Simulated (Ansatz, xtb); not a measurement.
**Ranking isomers of CH7N2+**

4 gas-phase structures of CH7N2+, found in a search over its isomers (lower ones may exist). Each was relaxed with GFN2-xTB:

A. `CN[NH3+]`, a singlet
B. `C[NH2+]N`, a singlet
C. `[NH3+][CH-][NH3+]`, a singlet
D. `NC[NH3+]`, a singlet

**Question.** Estimate their order in r2SCAN-D4/def2-SVP energy at these geometries, lowest first.

**Answer.** Calculated order at r2SCAN-D4/def2-SVP: D (0.000), B (1.313), A (1.457), C (2.417) eV.

Energies above the lowest of each column, in eV; the last columns are at PBE-D3(BJ)/def2-SVP geometries and were run for some of them only (a dash: not run or not comparable):

| structure | GFN2-xTB | HF/STO-3G | r2SCAN-D4/def2-SVP | PBE-D3(BJ)/def2-SVP | CCSD(T)/def2-TZVP |
| --- | --- | --- | --- | --- | --- |
| D | 0.000 | 0.000 | 0.000 | 0.000 | 0.000 |
| B | 0.939 | 0.807 | 1.313 | 1.303 | 1.183 |
| A | 1.027 | 0.834 | 1.457 | 1.441 | 1.406 |
| C | 2.055 | 2.561 | 2.417 | – | – |

Every level run on D puts it lowest or level with the lowest. Some further structures that were screened fall inside this span and aren't listed. Flexible structures stand in one conformer each, not always the lowest. Frequencies (PBE-D3(BJ)/def2-SVP) were run for A, B, D alone.

Over these structures GFN2-xTB departs from r2SCAN-D4/def2-SVP by 0.146 eV on average once a common shift is removed. A GFN2-xTB relaxation took about 0.2 s and the r2SCAN-D4/def2-SVP energy about 4.1 s on a shared host (Ansatz 0.2.0, xtb 6.7.1).
